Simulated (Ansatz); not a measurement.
## Ligand exchange: C2H2 + Mg(CH3)(NH2) → C2H3N + MgH(CH3)

Species: C2H2 `C#C`, singlet; Mg(CH3)(NH2), singlet; C2H3N `C#CN`, singlet; MgH(CH3), singlet. The partners trade H for NH2: C–H and Mg–NH2 bonds give way to C–NH2 and Mg–H.

Shapes, held fixed at every level: PBE0-D4/def2-TZVP. Programs: Ansatz 0.2.0. Electronic energies: no zero-point or thermal term.

Q: Estimate ΔE of this reaction.

A: The highest level, CCSD(T)/def2-TZVPP, gives ΔE = +119.0 kJ/mol; the levels span +93.2 to +125.3. The column of differences is taken from that level and isn't an error. No measured value is set beside it here. Correlated rows may include outer-core shells of Mg, which these sets cover unevenly. Times are processor times on shared x86 and Arm servers, and rough.

| level | kind | ΔE (kJ/mol) | less CCSD(T)/def2-TZVPP | CPU time (sum over the molecules) |
| --- | --- | --- | --- | --- |
| B3LYP-D4/def2-TZVPP | global hybrid | +103.0 | -16.0 | 11 s |
| BHLYP-D4/def2-TZVPP | global hybrid | +104.3 | -14.7 | 9.1 s |
| PBE0-D4/def2-TZVPP | global hybrid | +93.2 | -25.8 | 9.5 s |
| wB97X-V/def2-TZVPP | range-separated hybrid | +103.3 | -15.7 | 26 s |
| B2PLYP/def2-TZVPP | double hybrid | +114.2 | -4.8 | 14 s |
| MP2/def2-TZVPP | perturbation theory | +125.3 | +6.3 | – |
| CCSD(T)/def2-SVP | coupled cluster or CI | +104.0 | -15.0 | 6.7 s |
| CCSD(T)/def2-TZVPP | coupled cluster or CI | +119.0 | 0.0 | 1.9 min |
